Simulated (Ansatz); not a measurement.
A calculation with Ansatz (development build ahead of 0.2.0).

```yaml
crystal:
  periodic: [false, false, false]
  atoms:
    - { symbol: O, position_ang: [0.0, 0.0, 0.0] }
    - { symbol: O, position_ang: [0.0, 0.0, 1.56] }
basis:
  gaussian: { orbitals: def2-SVP }
magnetization:
  initial_magnetization: 2
hamiltonian:
  xc: hf
correlation:
  method: mp2
  frozen_orbitals: { O: 1 }
output:
  forces: true
```

The input is written out in the form of the current development build from the run's settings. Correlation on restricted open-shell orbitals is semicanonical, with singles.

Results

- Converged: yes
- Reference energy: -149.38492 hartree
- Correlation energy: -0.31394 hartree
- Total energy: -149.69886 hartree
- Spin squared of the determinant: 2.000
- Stability test: minimum among restricted orbitals

Forces (eV/Å):
| atom | Fx | Fy | Fz |
| --- | --- | --- | --- |
| O1 | 0.000 | 0.000 | 7.343 |
| O2 | 0.000 | 0.000 | -7.343 |

Caution: bonds are stretched, where a single reference can fail; forces differ strongly between restricted and unrestricted references.
